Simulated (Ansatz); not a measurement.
C3H3F (`C=C=CF`), 7 atoms. Total charge 0; spin multiplicity 1. All runs use 2 threads of an Arm Neoverse V1 on a shared host. Correlated methods freeze the cores. Open-shell runs search over several starts.

(1) How many basis functions does each run have, and how long does it take in Ansatz? RHF-CCSD(T)/def2-SVP energy; RKS revPBE-D4/def2-TZVPP energy; UKS PBE-D4/def2-TZVPP energy of the cation; UKS B3LYP-D4/def2-TZVPP energy of the cation; UKS ωB97M-V/def2-TZVPP energy of the cation; UKS ωB97X-V/def2-TZVPP energy of the cation; direct RPA on PBE orbitals/def2-TZVPP energy; RKS PBE0-D4/def2-TZVP relaxation (8 steps); RKS PBE0-D4/def2-QZVPP energy; RKS PBE0-D4/def2-SVP energy; RHF-MP2/def2-QZVPP energy; RKS PBE0-D4/def2-TZVP frequencies. (Best estimate.)

Answers

(1) The calculation gave: Other jobs shared the machine, so times are rough.

```tsv
level	job	functions	wall time	peak host memory (GiB)
RKS PBE0-D4/def2-SVP	energy	71	0.75 s	0.32
RKS revPBE-D4/def2-TZVPP	energy	166	1.4 s	0.15
RHF-CCSD(T)/def2-SVP	energy	71	1.8 s	0.32
direct RPA on PBE orbitals/def2-TZVPP	energy	166	3.3 s	0.32
UKS PBE-D4/def2-TZVPP	energy of the cation	166	4.1 s	0.32
UKS B3LYP-D4/def2-TZVPP	energy of the cation	166	4.5 s	0.32
RKS PBE0-D4/def2-QZVPP	energy	318	4.6 s	0.7
RHF-MP2/def2-QZVPP	energy	318	13 s	1
UKS ωB97X-V/def2-TZVPP	energy of the cation	166	16 s	0.45
UKS ωB97M-V/def2-TZVPP	energy of the cation	166	17 s	0.48
RKS PBE0-D4/def2-TZVP	relaxation (8 steps)	142	18 s	0.22
RKS PBE0-D4/def2-TZVP	frequencies	142	62 s	0.32
```

B3LYP here is the variant with VWN-RPA as its local correlation; programs differ in this.
